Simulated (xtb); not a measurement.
xtb input (GFN2-xTB):

```bash
xtb mol.xyz --gfn 2 --ohess tight --chrg 0 --uhf 0
```
mol.xyz:
```
5

Si     0.00614328    -0.00546705    -0.02223047
H      0.86633053     0.85424681     0.83413353
H     -0.82742587    -0.89192751     0.88525589
H     -0.87815519     0.84982378    -0.81650624
H      0.82911198    -0.86643750    -0.89062053
```

End of the output:

```
optimized geometry written to: xtbopt.xyz

           -------------------------------------------------
          | TOTAL ENERGY               -3.763890913129 Eh   |
          | TOTAL ENTHALPY             -3.729744908342 Eh   |
          | TOTAL FREE ENERGY          -3.753137666740 Eh   |
          | GRADIENT NORM               0.000009620960 Eh/α |
          | HOMO-LUMO GAP               6.707170935194 eV   |
           -------------------------------------------------

------------------------------------------------------------------------
------------------------------------------------------------------------
 total:
 SCF:
 ANC optimizer:
 analytical hessian:
```
